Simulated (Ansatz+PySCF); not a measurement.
Two shapes of doublet HClO(+).

Shape 1:

```xyz
3

O     0.0000   -0.4343    0.2552
H     0.0000    0.3102    0.9143
Cl    0.0000    0.1241   -1.1695
```

Shape 2:

```xyz
3

O     0.0021   -0.4492    0.2751
H    -0.0079    0.3074    0.9246
Cl    0.0019    0.1265   -1.1991
```

Basis set: cc-pVTZ on H, O; cc-pV(T+d)Z on Cl (spherical functions). Correlated methods keep 6 orbitals frozen. Correlation on ROHF uses semicanonical orbitals with singles. Charge 1, multiplicity 2.

Computed with Ansatz (development build ahead of 0.2.0) and PySCF 2.14.0; each method stands on the lowest determinant of its kind that the runs found.

Problem. Which shape is lower in energy, and by how much in each method?

Solution.

```tsv
method	E(2) − E(1) (eV)
ROHF	0.089
UHF	0.090
UHF-CCSD	-0.023
ROHF-CCSD(T)	-0.050
UHF-CCSD(T)	-0.050
```

The methods disagree on the order.
